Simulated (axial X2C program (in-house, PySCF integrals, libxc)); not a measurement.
**PC⁻: cheaper levels and CCSD(T), 2c**

Calculated with an axial X2C code built on PySCF integrals. Two-component (2c) means X2C with spin–orbit coupling and atomic mean-field two-electron Coulomb and Gaunt terms. Basis: P dyall-av3z [9s8p3d2f], C dyall-av3z [8s7p3d2f] (cores contracted in-house); Gaussian nuclei, density fitting, unrestricted open shells. Masses: P 30.974 u, C 12.000 u.

State: Ω = 0 (closed shell); fragments P + C-.

```csv
level,Re (Å),ωe (cm⁻¹),De (eV)
PBE0,1.598,1219.2,6.62
HF,1.580,1309.6,3.49
MP2,1.616,1148.4,6.96
CCSD,1.605,1204.2,6.32
PBEsol,1.611,1165.6,7.29
```

Correlated methods: 10 electrons correlated (number of frozen shells: P 2 s, 1 p; C 1 s), 202 virtual spin orbitals or spinors in MP2, 90 natural virtuals in coupled cluster.

CCSD(T), same Hamiltonian and basis:

Re = 1.618 Å, ωe = 1153.0 cm⁻¹, De = 6.71 eV; T1 = 0.025 (Lee–Taylor normalisation).

(1) Give the differences from CCSD(T) in the columns below.

Occupations by symmetry block were frozen at the best pattern of an incomplete PBE0 search. The closed shell is kept restricted, so the energy runs too high when the bond is stretched far. De is counted from the lowest determinant-based energies of the atoms at the same level, without counterpoise correction. CCSD and (T) use frozen natural virtuals with an MP2 correction for the truncation; (T) itself is uncorrected, so its De runs slightly low. The functionals have no current-density term, which raises determinants with orbital currents, atoms included. The highest occupied level of some functionals is positive through self-interaction error; at Hartree–Fock it is bound. The T1 diagnostic is large, a sign of multireference character. Hartree–Fock gets electron affinities wrong, so its lowest charge split need not be the true one.

Results:

(1) 

```
 level  ΔRe (Å)  Δωe (cm⁻¹)  ΔDe (eV)
  PBE0   -0.020          66     -0.09
    HF   -0.038         157     -3.22
   MP2   -0.002          -5      0.25
  CCSD   -0.013          51     -0.39
PBEsol   -0.007          13      0.58
```
